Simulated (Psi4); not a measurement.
**One shape, several levels: doublet BH5S−**

We compute a comparison of 4 runs (UHF/STO-3G, UDSD-PBEP86/aug-cc-pVDZ, UHSE06/aug-cc-pVDZ, UTPSSh/aug-cc-pVDZ) of doublet BH5S−. 

Program for the calculation: Psi4 1.11.

2 further runs of the same task are left out: 2 set aside as unsound or not needed.

### Step 1. The system as given

The species is BH5S− (7 atoms), meant as a doublet with charge -1. SMILES of the parent species: `[H]B([H])([H])<-S`. Geometry: relaxed at GFN2-xTB. That shape belongs to the parent species and isn't relaxed for this state.

Bond lengths: B1–S2 2.040 Å, S2–H3 1.336 Å, S2–H4 1.337 Å, B1–H5 1.181 Å, B1–H6 1.184 Å, B1–H7 1.181 Å. Angles: B1–S2–H3 98.0°, B1–S2–H4 98.0°, S2–B1–H5 102.5°, S2–B1–H6 103.4°, S2–B1–H7 102.5°, H3–S2–H4 92.0°, H5–B1–H6 115.4°, H5–B1–H7 114.9°, H6–B1–H7 115.4°.

### Step 2. The energy at UHF/STO-3G (run 1)

Contents of bh5s.xyz:

```xyz
7
BH5S
B      0.127630    -0.217240    -0.817090
S      0.134050    -0.231310     1.222430
H      0.506250     1.037510     1.415020
H     -1.154430     0.067690     1.414850
H      1.280190    -0.216980    -1.075620
H     -0.453000     0.779570    -1.081760
H     -0.440700    -1.219250    -1.077830
```

Contents of job.py:

```python
import psi4

psi4.set_memory('1600 MB')
psi4.set_num_threads(1)
psi4.core.set_output_file('psi4.out', False)

with open('bh5s.xyz') as f:
    atoms = ''.join(f.readlines()[2:])
geom = psi4.geometry('-1 2\n' + atoms + 'symmetry c1')

psi4.set_options({
    'reference': 'uhf',
    'puream': True,
    'e_convergence': 1e-09,
    'd_convergence': 1e-08,
    'scf_type': 'pk',
    'maxiter': 200,
})

e_tot = psi4.energy('scf/STO-3G')
print(f'scf/STO-3G energy: {e_tot:.10f} Eh')
```

Launch:

```bash
$ python job.py
```

psi4.out:

```text
[...]
  Running in c1 symmetry.
[...]
  Nuclear repulsion =   54.189536805307483
[...]
  Multiplicity = 2
[...]
  Nalpha       = 14
  Nbeta        = 13
[...]
    Number of basis functions: 19
[...]
   @UHF iter   1:  -419.94830831542640   -1.37339e+00   1.31984e-02 ADIIS/DIIS
[...]
   @UHF iter  19:  -420.02006635765969    6.25278e-13   4.20157e-09 DIIS
[...]
   @S^2 Observed:                7.741409179E-01
[...]
    Orbital Energies [Eh]
    ---------------------
    Alpha Occupied:
       1A    -90.553623     2A     -8.451989     3A     -6.849353
       4A     -6.089215     5A     -6.083525     6A     -6.077930
       7A     -0.708608     8A     -0.336977     9A     -0.315654
      10A     -0.214325    11A     -0.109525    12A     -0.067103
      13A     -0.060902    14A      0.369743
    Alpha Virtual:
      15A      0.658312    16A      0.721226    17A      1.153802
      18A      1.154359    19A      1.159976
    Beta Occupied:
[...]
  @UHF Final Energy:  -420.02006635765969
   => Energetics <=
    Nuclear Repulsion Energy =             54.1895368053074833
    One-Electron Energy =                -697.1824613439846416
    Two-Electron Energy =                 222.9728581810174433
    Total Energy =                       -420.0200663576596867
  UHF NO Occupations:
  HONO-2 :   12  A 1.9985276
  HONO-1 :   13  A 1.9912757
[...]
 Multipole Moments:
 ------------------------------------------------------------------------------------
     Multipole            Electronic (a.u.)      Nuclear  (a.u.)        Total (a.u.)
 ------------------------------------------------------------------------------------
 L = 1.  Multiply by 2.5417464519 to convert [e a0] to [Debye]
 Dipole X            :          0.6639871           -0.7884651           -0.1244780
 Dipole Y            :         -1.1427360            1.3525114            0.2097754
 Dipole Z            :          4.7447934           -1.8924657            2.8523277
 Magnitude           :                                                    2.8627388
[...]
```

On the terminal:

```text
scf/STO-3G energy: -420.0200663577 Eh
```

Wall time 3.3 s (1 thread of Intel Xeon Platinum 8488C (Sapphire Rapids), shared host); peak memory 0.18 GiB.

### Step 3. A single-point energy at UDSD-PBEP86/aug-cc-pVDZ (density fitting for correlation) (run 2)

Contents of job.json:

```json
{
  "schema_name": "qcschema_input",
  "schema_version": 1,
  "molecule": {
    "schema_name": "qcschema_molecule",
    "schema_version": 2,
    "symbols": ["B", "S", "H", "H", "H", "H", "H"],
    "geometry": [0.24118575, -0.4105241, -1.54407632, 0.25331779, -0.43711255, 2.31005791, 0.95667385, 1.96060975, 2.67400026, -2.18155653, 0.12791556, 2.67367901, 2.41920849, -0.41003277, -2.03262721, -0.85604593, 1.47317379, -2.04423013, -0.8328023, -2.30404858, -2.03680351],
    "molecular_charge": -1,
    "molecular_multiplicity": 2,
    "fix_symmetry": "c1",
    "fix_com": true,
    "fix_orientation": true
  },
  "driver": "energy",
  "model": {
    "method": "dsd-pbep86",
    "basis": "aug-cc-pVDZ"
  },
  "keywords": {
    "reference": "uks",
    "puream": true,
    "e_convergence": 1e-09,
    "d_convergence": 1e-08,
    "scf_type": "pk",
    "dft_radial_points": 99,
    "dft_spherical_points": 590,
    "num_frozen_docc": 6,
    "maxiter": 200
  }
}
```

Launch:

```bash
$ psi4 --qcschema job.json -n 1 --memory 1600MB
```

stdout:

```text
[...]
  Running in c1 symmetry.
[...]
  Nuclear repulsion =   54.189536810865818
[...]
  Multiplicity = 2
[...]
  Nalpha       = 14
  Nbeta        = 13
[...]
    Number of basis functions: 95
[...]
   @UKS iter   1:  -425.09897745420005   -4.28000e-02   5.91181e-03 ADIIS/DIIS
[...]
   @UKS iter  15:  -425.45529056039760   -6.70752e-12   4.17771e-09 DIIS
[...]
   @S^2 Observed:                7.504395963E-01
[...]
    Orbital Energies [Eh]
    ---------------------
    Alpha Occupied:
       1A    -90.796035     2A     -8.527673     3A     -7.117489
       4A     -6.302297     5A     -6.301207     6A     -6.298129
       7A     -0.823362     8A     -0.503273     9A     -0.439945
      10A     -0.367654    11A     -0.276662    12A     -0.271158
      13A     -0.251427    14A      0.028509
    Alpha Virtual:
      15A      0.122160    16A      0.124633    17A      0.130372
      18A      0.155900    19A      0.158530    20A      0.190803
      21A      0.192005    22A      0.196754    23A      0.212934
      24A      0.223314    25A      0.243908    26A      0.257259
[...]
  @UKS Final Energy:  -425.45529056039760
   => Energetics <=
    Nuclear Repulsion Energy =             54.1895368108658175
    One-Electron Energy =                -696.3890734189450313
    Two-Electron Energy =                 225.7487060126155711
    DFT Exchange-Correlation Energy =      -9.0044599649339148
    Empirical Dispersion Energy =           0.0000000000000000
    VV10 Nonlocal Energy =                  0.0000000000000000
    Total Energy =                       -425.4552905603976001
[...]
 Multipole Moments:
 ------------------------------------------------------------------------------------
     Multipole            Electronic (a.u.)      Nuclear  (a.u.)        Total (a.u.)
 ------------------------------------------------------------------------------------
 L = 1.  Multiply by 2.5417464519 to convert [e a0] to [Debye]
 Dipole X            :         -4.0376961            4.7644910            0.7267948
 Dipole Y            :          6.9635614           -8.1988036           -1.2352422
 Dipole Z            :        -30.4059113           28.4745634           -1.9313479
 Magnitude           :                                                    2.4050278
[...]
```

The result, in JSON:

```text
{
 "driver": "energy",
 "model": {
  "method": "dsd-pbep86",
  "basis": "aug-cc-pVDZ"
 },
 "success": true,
 "return_result": -425.6075500345627,
 "properties": {
  "calcinfo_nbasis": 95,
  "calcinfo_nmo": 95,
  "calcinfo_nalpha": 14,
  "calcinfo_nbeta": 13,
  "calcinfo_natom": 7,
  "nuclear_repulsion_energy": 54.18953681086582,
  "return_energy": -425.6075500345627,
  "scf_one_electron_energy": -696.389073418945,
  "scf_two_electron_energy": 225.74870601261557,
  "scf_xc_energy": -9.004459964933915,
  "scf_dipole_moment": [0.726794829835959, -1.2352421603443586, -1.931347945735432],
  "scf_total_energy": -425.4552905603976,
  "scf_iterations": 15
 }
}
```

Run time: 47 s. Hardware: 1 thread of Intel Xeon Platinum 8488C (Sapphire Rapids), shared host; peak memory 0.84 GiB.

Run 3 isn't shown in full; the table further down has it.

### Step 4. A single-point energy at UTPSSh/aug-cc-pVDZ (run 4)

Contents of bh5s.json:

```json
{
 "schema_name": "qcschema_input",
 "schema_version": 1,
 "molecule": {
  "schema_name": "qcschema_molecule",
  "schema_version": 2,
  "symbols": ["B", "S", "H", "H", "H", "H", "H"],
  "geometry": [0.24118575, -0.4105241, -1.54407632, 0.25331779, -0.43711255, 2.31005791, 0.95667385, 1.96060975, 2.67400026, -2.18155653, 0.12791556, 2.67367901, 2.41920849, -0.41003277, -2.03262721, -0.85604593, 1.47317379, -2.04423013, -0.8328023, -2.30404858, -2.03680351],
  "molecular_charge": -1,
  "molecular_multiplicity": 2,
  "fix_symmetry": "c1"
 },
 "driver": "energy",
 "model": {
  "method": "tpssh",
  "basis": "aug-cc-pVDZ"
 },
 "keywords": {
  "reference": "uks",
  "puream": true,
  "e_convergence": 1e-09,
  "d_convergence": 1e-08,
  "scf_type": "pk",
  "dft_radial_points": 99,
  "dft_spherical_points": 590,
  "maxiter": 200,
  "scf_properties": ["LOWDIN_CHARGES", "DIPOLE", "MAYER_INDICES"]
 }
}
```

Launch:

```bash
$ psi4 --qcschema bh5s.json -n 1 --memory 1600MB
```

stdout:

```text
[...]
  Running in c1 symmetry.
[...]
  Nuclear repulsion =   54.189536810865818
[...]
  Multiplicity = 2
[...]
  Nalpha       = 14
  Nbeta        = 13
[...]
    Number of basis functions: 95
[...]
   @UKS iter   1:  -425.46473461335927    1.83288e-01   8.18979e-03 DIIS/ADIIS
[...]
   @UKS iter  15:  -426.03993295864370   -9.20863e-12   5.52425e-09 DIIS
[...]
   @S^2 Observed:                7.501727949E-01
[...]
    Orbital Energies [Eh]
    ---------------------
    Alpha Occupied:
       1A    -88.650053     2A     -7.784063     3A     -6.515160
       4A     -5.734255     5A     -5.731316     6A     -5.726507
       7A     -0.636358     8A     -0.355980     9A     -0.326353
      10A     -0.256979    11A     -0.176257    12A     -0.163593
      13A     -0.150121    14A      0.057256
    Alpha Virtual:
      15A      0.090500    16A      0.099142    17A      0.106498
      18A      0.119264    19A      0.128058    20A      0.136833
      21A      0.152795    22A      0.157243    23A      0.165441
      24A      0.168130    25A      0.191448    26A      0.206517
[...]
  @UKS Final Energy:  -426.03993295864370
   => Energetics <=
    Nuclear Repulsion Energy =             54.1895368108658175
    One-Electron Energy =                -696.5722946854489237
    Two-Electron Energy =                 245.0002396569223322
    DFT Exchange-Correlation Energy =     -28.6574147409829401
    Empirical Dispersion Energy =           0.0000000000000000
    VV10 Nonlocal Energy =                  0.0000000000000000
    Total Energy =                       -426.0399329586437602
[...]
 Multipole Moments:
 ------------------------------------------------------------------------------------
     Multipole            Electronic (a.u.)      Nuclear  (a.u.)        Total (a.u.)
 ------------------------------------------------------------------------------------
 L = 1.  Multiply by 2.5417464519 to convert [e a0] to [Debye]
 Dipole X            :          1.7032836           -0.7884651            0.9148185
 Dipole Y            :         -2.9132104            1.3525114           -1.5606990
 Dipole Z            :          1.1853715           -1.8924657           -0.7070942
 Magnitude           :                                                    1.9423327
[...]
```

The result, in JSON:

```text
{
 "driver": "energy",
 "model": {
  "method": "tpssh",
  "basis": "aug-cc-pVDZ"
 },
 "success": true,
 "return_result": -426.0399329586437,
 "properties": {
  "calcinfo_nbasis": 95,
  "calcinfo_nmo": 95,
  "calcinfo_nalpha": 14,
  "calcinfo_nbeta": 13,
  "calcinfo_natom": 7,
  "nuclear_repulsion_energy": 54.18953681086582,
  "return_energy": -426.0399329586437,
  "scf_one_electron_energy": -696.5722946854489,
  "scf_two_electron_energy": 245.00023965692233,
  "scf_xc_energy": -28.65741474098294,
  "scf_dipole_moment": [0.9148185095933865, -1.5606989970801284, -0.7070941871234071],
  "scf_total_energy": -426.0399329586437,
  "scf_iterations": 15
 }
}
```

It took 2.1 min on 1 thread of Intel Xeon Platinum 8488C (Sapphire Rapids), shared host; peak memory 0.93 GiB.

### Step 5. All runs side by side

```
run                                                      level  frozen core orbitals  fitting correlation  energy (Eh)  HOMO energy (eV)  LUMO energy (eV)   ⟨S²⟩  wall time
  1                                                 UHF/STO-3G                     0                    –  -420.020066             10.06             17.91  0.774      3.3 s
  2  UDSD-PBEP86/aug-cc-pVDZ (density fitting for correlation)                     6      density fitting  -425.607550              0.78              3.26  0.750       47 s
  3                                         UHSE06/aug-cc-pVDZ                     0                    –  -425.847177              1.58              2.39  0.750    1.7 min
  4                                         UTPSSh/aug-cc-pVDZ                     0                    –  -426.039933              1.56              2.18  0.750    2.1 min
```

### Step 6. Results

| quantity | value |
| --- | --- |
| run 4: total energy | -426.03993 Eh |
| run 4: HOMO energy (highest over α and β) | 1.56 eV |
| run 4: LUMO energy (lowest over α and β) | 2.18 eV |
| run 4: ⟨S²⟩ | 0.750 |

What this shows: Totals of different functionals can't be ranked against each other. In runs 1, 2, 3, 4 the HOMO lies above zero, so the outermost electron may be held by the basis alone. In run 1 the basis is minimal, so the values are rough. All runs together took 4.6 min, the longest 2.1 min.
